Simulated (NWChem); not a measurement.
# NaCl (SMILES [Na][Cl]): levels of theory compared

We compute a comparison of 6 runs (HF/STO-3G, HF/3-21G, B3LYP/6-31G*, B2PLYP/aug-cc-pVTZ, wB97X/aug-cc-pVTZ) of NaCl. 

The calculation is run with NWChem 7.3.0.

1 further run of the same task is left out (it didn't finish).

### Step 1. Starting point

NaCl has 2 atoms, charge 0, and is taken as a singlet. SMILES: `[Na][Cl]`. The coordinates come from a PBE0-D4/def2-TZVP relaxation.

Bond lengths: Na1–Cl2 2.358 Å.

### Step 2. Energy and gradient at HF/STO-3G (run 1)

The input, run.nw:

```
start run
title "ClNa gradient"
memory stack 880 mb heap 220 mb global 1100 mb
charge 0

geometry units au noautosym nocenter noautoz
  Na -1.87007297  0.57466571 -0.97698841
  Cl  1.92581989 -0.68823825  0.98454731
end

basis spherical bse
  * library STO-3G
end

scf
  singlet
  rhf
  thresh 1e-08
  maxiter 80
  print low
end

task scf gradient
```

On the command line:

```bash
$ nwchem run.nw > run.out
```

Output:

```text
[...]
  functions       =    18
[...]
  wavefunction    = RHF
[...]
         Total SCF energy =   -614.524356213749
      One-electron energy =   -943.346525275273
      Two-electron energy =    286.851434711931
 Nuclear repulsion energy =     41.970734349592
        Time for solution =      0.3s
[...]
                         RHF ENERGY GRADIENTS
    atom               coordinates                        gradient
                 x          y          z           x          y          z
   1 Na     -1.870073   0.574666  -0.976988   -0.025565   0.008506  -0.013211
   2 Cl      1.925820  -0.688238   0.984547    0.025565  -0.008506   0.013211
 Task  times  cpu:        0.5s     wall:        0.5s
 Total times  cpu:        0.6s     wall:        0.6s
```

It took 1.2 s on 1 thread of Intel Xeon Platinum 8375C at 2.90GHz (Ice Lake), shared host; peak memory 0.099 GiB.

### Step 3. Energy and forces at HF/3-21G (run 2)

The input, clna.xyz:

```xyz
2

Na    -0.989600     0.304100    -0.517000
Cl     1.019100    -0.364200     0.521000
```

The input, run.py:

```python
from ase.io import read
from ase.calculators.nwchem import NWChem

mol = read('clna.xyz')

calc = NWChem(
    label='clna',
    theory='scf',
    memory='2200 mb',
    basis='3-21G',
    basispar='spherical bse',
    scf={'nopen': '0', 'rhf': None, 'thresh': '1e-08', 'maxiter': '80'},
)
mol.calc = calc

forces = mol.get_forces()
e = mol.get_potential_energy()
print(f"E = {e:.6f} eV")
print("forces (eV/A):")
for s, f in zip(mol.symbols, forces):
    print(f"{s:2s} {f[0]:10.5f} {f[1]:10.5f} {f[2]:10.5f}")
print("dipole (e A):", mol.get_dipole_moment().round(4))
```

On the command line:

```bash
$ export ASE_NWCHEM_COMMAND="nwchem PREFIX.nwi > PREFIX.nwo"
$ python run.py
```

Output:

```text
E = -16823.239776 eV
forces (eV/A):
Na   -0.37276    0.12403   -0.19263
Cl    0.37276   -0.12403    0.19263
dipole (e A): [-1.7616  0.5861 -0.9103]
```

The calculator wrote clna.nwi:

```
title "clna"

permanent_dir clna

scratch_dir clna

start clna

geometry units angstrom nocenter noautosym noautoz
  Na -9.8960000000000004e-01 3.0409999999999998e-01 -5.1700000000000002e-01
  Cl 1.0190999999999999e+00 -3.6420000000000002e-01 5.2100000000000002e-01
end

memory 2200 mb

basis spherical bse noprint
   * library 3-21G
end

scf
  nopen 0
  rhf
  thresh 1e-08
  maxiter 80
end

task scf gradient
```

clna.nwo, shortened:

```text
[...]
      One-electron energy =   -945.568068800136
[... 1 line left out ...]
 Nuclear repulsion energy =     41.970737305388
[... 32 lines left out ...]
                       ROHF Final Molecular Orbital Analysis
[... 172 lines left out ...]
       Multipole analysis of the density wrt the origin
[...]
  wavefunction    =   RHF
                         RHF ENERGY GRADIENTS
    atom               coordinates                        gradient
                 x          y          z           x          y          z
   1 Na     -1.870073   0.574666  -0.976988    0.007249  -0.002412   0.003746
   2 Cl      1.925820  -0.688238   0.984547   -0.007249   0.002412  -0.003746
[...]
```

Run time: 2.3 s. Hardware: 1 thread of Intel Xeon Platinum 8375C at 2.90GHz (Ice Lake), shared host; peak memory 0.099 GiB.

Run 3 isn't shown in full; the table further down has it.

### Step 4. Energy and gradient at B3LYP/6-31G(d) (spherical functions) (run 4)

The input, a.nw:

```
start a
memory stack 880 mb heap 220 mb global 1100 mb

geometry units angstrom noautosym nocenter noautoz
   Na    -0.989600     0.304100    -0.517000
   Cl     1.019100    -0.364200     0.521000
end

basis spherical bse
   * library 6-31G*
end

dft
   xc b3lyp
   grid xfine
   convergence energy 1e-08
   iterations 100
   mulliken
   noprint "final vectors analysis"
end

task dft gradient
```

On the command line:

```bash
$ nwchem a.nw > a.out
```

Output:

```text
[...]
          Wavefunction type:  closed shell.
          No. of atoms     :     2
          No. of electrons :    28
[...]
          Charge           :     0
          Spin multiplicity:     1
[...]
          AO basis - number of functions:    36
[...]
              XC Information
              --------------
                         B3LYP Method XC Potential
                     Hartree-Fock (Exact) Exchange  0.200
                        Slater Exchange Functional  0.800 local
                    Becke 1988 Exchange Functional  0.720 non-local
              Lee-Yang-Parr Correlation Functional  0.810
                  VWN I RPA Correlation Functional  0.190 local
[...]
 d= 0,ls=0.0,diis     1   -622.5250537671 -6.64D+02  2.93D-02  1.99D-01     0.8
[...]
 d= 0,ls=0.0,diis     7   -622.5569572419 -6.87D-09  4.70D-07  6.31D-11     3.7
         Total DFT energy =     -622.556957241938
      One electron energy =     -948.966859831328
           Coulomb energy =      327.241833515100
    Exchange-Corr. energy =      -42.802668231098
 Nuclear repulsion energy =       41.970737305388
[...]
      Total Density - Mulliken Population Analysis
     ---------------------------------------------
    Atom       Charge   Shell Charges
 -----------   ------   -------------------------------------------------------
    1 Na  11    10.44   2.00  2.00  5.98  0.20  0.17 -0.02  0.04  0.07
    2 Cl  17    17.56   2.00  2.00  5.97  1.38  3.59  0.58  2.03  0.00
[...]
  wavefunction    = closed shell
                         DFT ENERGY GRADIENTS
    atom               coordinates                        gradient
                 x          y          z           x          y          z
   1 Na     -1.870073   0.574666  -0.976988    0.001991  -0.000662   0.001029
   2 Cl      1.925820  -0.688238   0.984547   -0.001991   0.000662  -0.001029
[...]
```

Wall time 6.3 s (1 thread of Intel Xeon Platinum 8375C at 2.90GHz (Ice Lake), shared host); peak memory 0.11 GiB.

Run 5 isn't shown in full; the table further down has it.

### Step 5. Energy and gradient at wB97X/aug-cc-pVTZ (run 6)

The input, clna.nw:

```
start clna
title "ClNa"
memory 2200 mb
geometry units angstroms noautosym nocenter noautoz
 Na      -0.989600       0.304100      -0.517000
 Cl       1.019100      -0.364200       0.521000
end
basis spherical bse
 * library aug-cc-pVTZ
end
dft
 xc wb97x
 grid fine
 convergence energy 1e-08
 iterations 100
 mulliken
end
task dft gradient
```

On the command line:

```bash
$ nwchem clna.nw > clna.out
```

Output:

```text
[...]
          Wavefunction type:  closed shell.
          No. of atoms     :     2
          No. of electrons :    28
[...]
          Charge           :     0
          Spin multiplicity:     1
[...]
          AO basis - number of functions:   100
[...]
              XC Information
              --------------
                       wb97x  Method XC Functional
                     Hartree-Fock (Exact) Exchange  1.000
                         wb97x Exchange Functional  1.000
                      wb97x Correlation Functional  1.000
[...]
 d= 0,ls=0.0,diis     1   -622.5481401035 -6.65D+02  5.18D-03  3.57D-01    18.8
[...]
 d= 0,ls=0.0,diis     8   -622.5799146040 -3.46D-09  7.45D-07  2.76D-10   102.9
         Total DFT energy =     -622.579914604005
      One electron energy =     -949.099283674256
           Coulomb energy =      327.304667458660
    Exchange-Corr. energy =      -42.756035693797
 Nuclear repulsion energy =       41.970737305388
[...]
      Total Density - Mulliken Population Analysis
     ---------------------------------------------
    Atom       Charge   Shell Charges
 -----------   ------   -------------------------------------------------------
    1 Na  11    10.33   2.00  1.56  0.43  0.12 -0.01  0.00  6.06  0.06  0.02 -0.00  0.00  0.06  0.02 -0.00  0.02 -0.01
    2 Cl  17    17.67   2.00  1.83  0.23  1.16  0.69  0.04  5.80  1.16  2.84  1.79  0.13  0.00  0.00  0.00  0.00  0.00
[...]
  wavefunction    = closed shell
[...]
                         DFT ENERGY GRADIENTS
    atom               coordinates                        gradient
                 x          y          z           x          y          z
   1 Na     -1.870073   0.574666  -0.976988    0.002790  -0.000928   0.001442
   2 Cl      1.925820  -0.688238   0.984547   -0.002790   0.000928  -0.001442
[...]
```

Run time: 3.2 min. Hardware: 1 thread of Intel Xeon Platinum 8375C at 2.90GHz (Ice Lake), shared host; peak memory 0.15 GiB.

### Step 6. All runs side by side

| run | level | Cartesian functions | iteration cap | energy (Eh) | largest force (eV/Å) | wall time |
| --- | --- | --- | --- | --- | --- | --- |
| 1 | HF/STO-3G | no | 80 | -614.524356 | 1.543 | 1.2 s |
| 2 | HF/3-21G | no | 80 | -618.242664 | 0.438 | 2.3 s |
| 3 | B3LYP/6-31G* (Cartesian functions) | yes | 100 | -622.560258 | 0.122 | 8.1 s |
| 4 | B3LYP/6-31G* (spherical functions) | no | 100 | -622.556957 | 0.120 | 6.3 s |
| 5 | B2PLYP/aug-cc-pVTZ | no | 100 | -622.349190 | – | 51 s |
| 6 | wB97X/aug-cc-pVTZ | no | 100 | -622.579915 | 0.168 | 3.2 min |

### Step 7. Summary of results

| quantity | value |
| --- | --- |
| run 6: total energy | -622.57991 Eh |
| run 6: dipole moment | 9.16 D |
| run 6: HOMO energy | -8.91 eV |
| run 6: LUMO energy | -0.32 eV |
| run 6: HOMO–LUMO gap | 8.59 eV |
| run 6: largest force on an atom | 0.168 eV/Å |

What this shows: Over runs 2, 4, 5, 6 the dipole moment (its size) runs from 8.60 D (B3LYP/6-31G*) to 9.93 D (HF/3-21G). The two ends differ in method and basis. Over runs 2, 5, 6 the HOMO–LUMO gap runs from 6.37 eV (B2PLYP/aug-cc-pVTZ) to 8.90 eV (HF/3-21G). A double hybrid's value is that of its SCF part. Totals of different functionals can't be ranked against each other. In run 1 the basis is minimal, so the values are rough. All runs together took 4.3 min, the longest 3.2 min.
